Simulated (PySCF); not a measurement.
# What binds to hydrogen chloride, and how strongly

Gas-phase complexes of hydrogen chloride, each in one structure from a short search with a few starts, optimised by PBE0-D3(BJ)/def2-SVP or PBE0-D3(BJ)/def2-SVPD or PBE0-D3(BJ)/def2-TZVPD; other ways of binding may lie lower. Energies in kcal/mol, PBE0-D3(BJ)/def2-TZVPD, counterpoise-corrected (PySCF): interaction is complex less parts frozen as they stand in it, binding adds what it costs to deform them. Contacts are written partner···hydrogen chloride; electrostatic, Pauli and orbital are terms of the uncorrected same energy, whose rest is dispersion or correlation.

4 other partners are left out, for which the search missed the form known or expected to bind best.

Frequency runs check only 3 of the 7 structures; these show no clear imaginary mode.

Problem. Order these partners of hydrogen chloride by binding energy, strongest first: silanol, dinitrogen, iodide, methylamine, carbon monoxide, dimethyl ether, methanol.

Solution. iodide (-17.2), methylamine (-12.8), dimethyl ether (-7.6), methanol (-7.2), silanol (-5.5), carbon monoxide (-2.5), dinitrogen (-1.4).
```
        partner  contact  distance (Å)  binding  interaction  electrostatic  Pauli  orbital
         iodide    I···H          2.27    -17.2        -19.9          -21.0   22.6    -20.8
    methylamine    N···H          1.43    -12.8        -20.4          -39.8   65.0    -44.7
 dimethyl ether    O···H          1.64     -7.6         -8.7          -17.5   23.9    -13.9
       methanol    O···H          1.73     -7.2         -7.7          -14.3   17.1     -9.8
        silanol    O···H          1.76     -5.5         -6.4          -11.7   14.1     -8.0
carbon monoxide    C···H          2.26     -2.5         -2.5           -3.7    4.2     -2.6
     dinitrogen    N···H          2.35     -1.4         -1.4           -1.7    1.6     -1.0
```

Atoms past Kr carry effective core potentials.
